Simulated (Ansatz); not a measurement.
**bcc Be (high-temperature phase)**

Computed with LDA (plane waves, PAW; Ansatz, a first-principles code).

Run with plane-wave cutoff 500 eV, 40×40×40 k mesh, Fermi–Dirac smearing 0.1 eV, scalar-relativistic PAW data made under PBE.

Cell: relaxed at this level.

```json
{
  "equilibrium_volume_per_atom": "7.46 Å³/atom",
  "lattice_constant_a": "2.462 Å",
  "band_gap": "zero (no gap)"
}
```

Note: symmetry holds this phase in the static calculation, where it need not be a minimum; the relaxation could not lower the start's symmetry, so the cell can be a saddle point above a distorted one.

Computed values are for the static lattice.

It cost roughly 60 core-seconds of CPU time.
